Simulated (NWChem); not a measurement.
System: CH₅N anion, doublet; SMILES of the neutral closed-shell parent CN

NWChem input:

```
start job
memory heap 200 mb stack 900 mb global 1100 mb
charge -1
geometry units angstroms
  C     -0.717647     0.106077     0.110589
  N      0.691553    -0.092823    -0.164111
  H     -1.291683    -0.596192    -0.491945
  H     -0.990683     1.117608    -0.188145
  H     -1.005547    -0.031723     1.164889
  H      0.974248    -1.031534     0.097227
  H      1.253070     0.555987     0.378641
end
basis spherical
  * library def2-svpd
end
dft
  odft
  mult 2
  xc b3lyp
  iterations 150
end
driver
  maxiter 120
end
task dft optimize
task dft freq
```

Parts of the log:

```
             Northwest Computational Chemistry Package (NWChem) 7.3.0
             --------------------------------------------------------

 C1  symmetry detected

                             Geometry "geometry" -> ""
                             -------------------------

 Output coordinates in angstroms (scale by  1.889725989 to convert to a.u.)

  No.       Tag          Charge          X              Y              Z
 ---- ---------------- ---------- -------------- -------------- --------------
    1 C                    6.0000     0.00008298     0.70155393    -0.01043733
    2 N                    7.0000     0.00005905    -0.74555922    -0.09247078
    3 H                    1.0000    -0.88192111     1.07887077    -0.52565289
    4 H                    1.0000     0.88443056     1.07879494    -0.52288655
    5 H                    1.0000    -0.00293348     1.10499950     1.01457307
    6 H                    1.0000    -0.81834383    -1.12650156     0.37066204
    7 H                    1.0000     0.81785661    -1.12657267     0.37322374

 Effective nuclear repulsion energy (a.u.)      42.2080576108

                                Z-matrix (autoz)
                                --------

 Units are Angstrom for bonds and degrees for angles

      Type          Name      I     J     K     L     M      Value
      ----------- --------  ----- ----- ----- ----- ----- ----------
    1 Stretch                  1     2                       1.44944
    2 Stretch                  1     3                       1.08892
    3 Stretch                  1     4                       1.08949
    4 Stretch                  1     5                       1.10156
    5 Stretch                  2     6                       1.01459
    6 Stretch                  2     7                       1.01530
    7 Bend                     1     2     6               110.42867
    8 Bend                     1     2     7               110.40765
    9 Bend                     2     1     3               108.61204
   10 Bend                     2     1     4               108.60807
   11 Bend                     2     1     5               114.72906
   12 Bend                     3     1     4               108.35734
   13 Bend                     3     1     5               108.12794
   14 Bend                     4     1     5               108.24494
   15 Bend                     6     2     7               107.42444
   16 Torsion                  3     1     2     6         -61.87257
   17 Torsion                  3     1     2     7         179.47340
   18 Torsion                  4     1     2     6        -179.52082
   19 Torsion                  4     1     2     7          61.82515
   20 Torsion                  5     1     2     6          59.22932
   21 Torsion                  5     1     2     7         -59.42471

                           NWChem Geometry Optimization
                           ----------------------------

 maximum gradient threshold         (gmax) =   0.000450
 rms gradient threshold             (grms) =   0.000300
 maximum cartesian step threshold   (xmax) =   0.001800
 rms cartesian step threshold       (xrms) =   0.001200
 fixed trust radius                (trust) =   0.300000
 source of zmatrix                         =   autoz

          -------------------
          Energy Minimization
          -------------------

 Using diagonal initial Hessian
 Scaling for Hessian diagonals: bonds = 1.00  angles = 0.25  torsions = 0.10

          --------
          Step   0

                                 NWChem DFT Module
                                 -----------------

 Summary of "ao basis" -> "ao basis" (spherical)
 ------------------------------------------------------------------------------
       Tag                 Description            Shells   Functions and Types
 ---------------- ------------------------------  ------  ---------------------
 C                         def2-svpd                 8       20   4s2p2d
 N                         def2-svpd                 8       20   4s2p2d
 H                         def2-svpd                 4        8   2s2p

[...]

      ----------------------
      Optimization converged
      ----------------------

  Step       Energy      Delta E   Gmax     Grms     Xrms     Xmax
  ---- ---------------- -------- -------- -------- -------- --------
@    5     -95.72617822 -3.5D-07  0.00001  0.00001  0.00044  0.00088
                                     ok       ok       ok       ok

                                Z-matrix (autoz)
                                --------

 Units are Angstrom for bonds and degrees for angles

      Type          Name      I     J     K     L     M      Value     Gradient
      ----------- --------  ----- ----- ----- ----- ----- ---------- ----------
    1 Stretch                  1     2                       1.46837   -0.00001
    2 Stretch                  1     3                       1.10352    0.00000
    3 Stretch                  1     4                       1.10352    0.00000
    4 Stretch                  1     5                       1.11224    0.00001
    5 Stretch                  2     6                       1.02910   -0.00000
    6 Stretch                  2     7                       1.02911   -0.00000
    7 Bend                     1     2     6               107.66656    0.00000
    8 Bend                     1     2     7               107.66487    0.00000
    9 Bend                     2     1     3               109.89508    0.00000
   10 Bend                     2     1     4               109.89020    0.00000
   11 Bend                     2     1     5               113.99245   -0.00000
   12 Bend                     3     1     4               107.45120    0.00001
   13 Bend                     3     1     5               107.69168   -0.00001
   14 Bend                     4     1     5               107.68598   -0.00001
   15 Bend                     6     2     7               105.33251   -0.00000
   16 Torsion                  3     1     2     6         -64.46126    0.00001
   17 Torsion                  3     1     2     7        -177.58206    0.00001
   18 Torsion                  4     1     2     6         177.49827   -0.00001
   19 Torsion                  4     1     2     7          64.37747   -0.00001
   20 Torsion                  5     1     2     6          56.52399    0.00000
   21 Torsion                  5     1     2     7         -56.59681    0.00000

                         Geometry "geometry" -> "geometry"
                         ---------------------------------

 Output coordinates in angstroms (scale by  1.889725989 to convert to a.u.)

[...]

 Rotational Constants
 --------------------
 A=   3.341100 cm-1  (  4.806990 K)
 B=   0.756179 cm-1  (  1.087948 K)
 C=   0.728587 cm-1  (  1.048251 K)

 Temperature                      =   298.15K
 frequency scaling parameter      =   1.0000

 Zero-Point correction to Energy  =   38.316 kcal/mol  (  0.061061 au)
 Thermal correction to Energy     =   40.488 kcal/mol  (  0.064521 au)
 Thermal correction to Enthalpy   =   41.080 kcal/mol  (  0.065465 au)

 Total Entropy                    =   57.590 cal/mol-K
   - Translational                =   36.215 cal/mol-K (mol. weight =  31.0422)
   - Rotational                   =   19.402 cal/mol-K (symmetry #  =        1)
   - Vibrational                  =    1.973 cal/mol-K

 Cv (constant volume heat capacity) =    9.732 cal/mol-K
   - Translational                  =    2.979 cal/mol-K
   - Rotational                     =    2.979 cal/mol-K
   - Vibrational                    =    3.773 cal/mol-K

[normal modes left out]

 ----------------------------------------------------------------------------
 Normal Eigenvalue ||           Projected Infra Red Intensities
  Mode   [cm**-1]  || [atomic units] [(debye/angs)**2] [(KM/mol)] [arbitrary]
 ------ ---------- || -------------- ----------------- ---------- -----------
    1       -0.000 ||    0.027249           0.629        26.563       1.640
    2       -0.000 ||    0.008149           0.188         7.944       0.490
    3        0.000 ||    0.006830           0.158         6.658       0.411
    4        0.000 ||    0.032102           0.741        31.294       1.932
    5        0.000 ||    0.001488           0.034         1.450       0.090
    6        0.000 ||    0.029956           0.691        29.202       1.803
    7      289.624 ||    0.013274           0.306        12.940       0.799
    8      865.016 ||    0.031108           0.718        30.326       1.872
    9      922.457 ||    0.010296           0.238        10.037       0.620
   10     1052.353 ||    0.028806           0.665        28.081       1.734
   11     1168.133 ||    0.065241           1.505        63.601       3.926
   12     1325.663 ||    0.013866           0.320        13.518       0.834
   13     1371.201 ||    0.025051           0.578        24.421       1.508
   14     1416.143 ||    0.014976           0.346        14.599       0.901
   15     1425.841 ||    0.007907           0.182         7.708       0.476
   16     1556.866 ||    0.066706           1.539        65.028       4.014
   17     2855.670 ||    0.022882           0.528        22.307       1.377
   18     2975.931 ||    0.058589           1.352        57.115       3.526
   19     3001.727 ||    0.013441           0.310        13.103       0.809
   20     3259.961 ||    2.123073          48.981      2069.677     127.769
   21     3328.687 ||    0.888469          20.498       866.124      53.469
 ----------------------------------------------------------------------------
```

Level: B3LYP/def2-SVPD, spin-unrestricted. The spin multiplicity was typed, not searched, and may not be the lowest. The highest occupied level is positive, so the extra electron may be held by the finite basis. B3LYP is NWChem's, with the RPA form of VWN correlation.
